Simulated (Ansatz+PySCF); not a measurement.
The numbers below are computed, except where a source is named.
# Several solutions for singlet CS

| atom | x (Å) | y (Å) | z (Å) |
| --- | --- | --- | --- |
| C | 0.0000 | 0.0000 | -2.2330 |
| S | 0.0000 | 0.0000 | 0.8374 |

Basis set: 6-31G (spherical functions). Charge 0, multiplicity 1.

CASSCF(10,8) was run from several starts with Ansatz (development build ahead of 0.2.0) and PySCF 2.14.0. The starts are those of the Hartree–Fock orbitals from which the active space was taken at the frontier.

```tsv
run	program	start	converged	energy (hartree)	<S²>
A	PySCF	program defaults	no	–	–
B	Ansatz	atomic start, no search	yes	-435.17911	0.00
C	Ansatz	search for the lowest state	yes	-435.17911	0.00
D	Ansatz	stability test followed	yes	-435.17911	0.00
```

Q: Which runs reached the lowest solution of this kind, and what is wrong with the others?

A: B, C, D reached the lowest solution found. Not converged: A. Caution: another spin multiplicity may lie lower.
